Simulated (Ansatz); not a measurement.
## Ansatz (development build ahead of 0.2.0) run

```yaml
crystal:
  periodic: [false, false, false]
  atoms:
    - { symbol: S, position_ang: [0.0, 0.0, 0.0] }
    - { symbol: H, position_ang: [0.0, 0.0, 2.992] }
    - { symbol: Al, position_ang: [0.0, 4.5062, -2.1013] }
basis:
  gaussian: { orbitals: pcseg-2 }
magnetization:
  spin_polarized: true
hamiltonian:
  xc: hf
```

The input is written out in the form of the current development build from the run's settings.

Output:

```yaml
Converged: yes
Total_energy: -639.87262 hartree
Spin_squared_of_the_determinant: 1.974
Stability_test: minimum
```

Caution: the unrestricted determinant is a mixture of spin states.
